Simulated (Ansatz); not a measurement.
Geometry optimisation, Ansatz, RKS PBE0-D4/def2-SVP.

Input file:

```yaml
crystal:
  periodic: [false, false, false]
  atoms:
    - { symbol: O, position_ang: [-1.2726, -1.4523, -1.1425] }
    - { symbol: Al, position_ang: [-0.4863, 0.1848, -0.8112] }
    - { symbol: Al, position_ang: [1.1775, 0.334, 0.9918] }
    - { symbol: H, position_ang: [-1.99218, 0.46962, -0.96216] }
    - { symbol: H, position_ang: [-0.8432, 1.4756, -1.689] }
    - { symbol: H, position_ang: [1.5675, -0.9477, 1.8665] }
    - { symbol: H, position_ang: [1.9654, 1.7232, 1.3133] }
basis:
  gaussian: { orbitals: def2-SVP }
hamiltonian:
  xc: pbe0
  dispersion: d4
relax:
  f_tol: 0.02
  max_steps: 50
```

Launched with:

```bash
$ ansatz run input.yaml --threads 1 --pin off --max-ram 2048MiB --backend cpu --events-out ev --progress --plain --runs-dir out
```

**Question.** Where does it end, and by what steps?

**Answer.** It converged. After 22 steps the energy has fallen by 5.781 eV; O1 moved furthest, 1.33 Å. Parted: Al2–H4 (1.54 → 2.40 Å). Joined: O1–H4 (2.06 → 0.96 Å).

| step | energy less start (eV) | largest force component (eV/Å) | accepted |
| --- | --- | --- | --- |
| 0 | 0.0000 | 3.954 | yes |
| 1 | -1.2500 | 4.226 | yes |
| 2 | -2.6245 | 4.861 | yes |
| 3 | -4.1141 | 4.645 | yes |
| 4 | -4.4917 | 7.088 | yes |
| 5 | -5.1213 | 3.009 | yes |
| 6 | -5.3404 | 2.141 | yes |
| 7 | -5.5858 | 0.875 | yes |
| 8 | -5.6807 | 0.518 | yes |
| 9 | -5.7074 | 0.546 | yes |
| 10 | -5.7273 | 0.145 | yes |
| 11 | -5.7372 | 0.157 | yes |
| 12 | -5.7498 | 0.073 | yes |
| 13 | -5.7538 | 0.212 | yes |
| 14 | -5.7591 | 0.122 | yes |
| 15 | -5.7662 | 0.130 | yes |
| 16 | -5.7719 | 0.277 | yes |
| 17 | -5.7768 | 0.126 | yes |
| 18 | -5.7800 | 0.033 | yes |
| 19 | -5.7782 | 0.123 | no |
| 20 | -5.7806 | 0.029 | yes |
| 21 | -5.7811 | 0.037 | yes |
| 22 | -5.7814 | 0.019 | yes |

```xyz
7
Properties=species:S:1:pos:R:3
O -1.830 -0.389 -0.580
Al -0.364 0.450 -0.876
Al 1.320 0.352 1.078
H -2.563 -0.453 -1.197
H -0.205 1.179 -2.294
H 2.404 -0.817 1.209
H 1.354 1.465 2.228
```

Run time: 79 s on 1 thread of Arm Neoverse N1, on a shared host, peak memory 0.13 GiB.
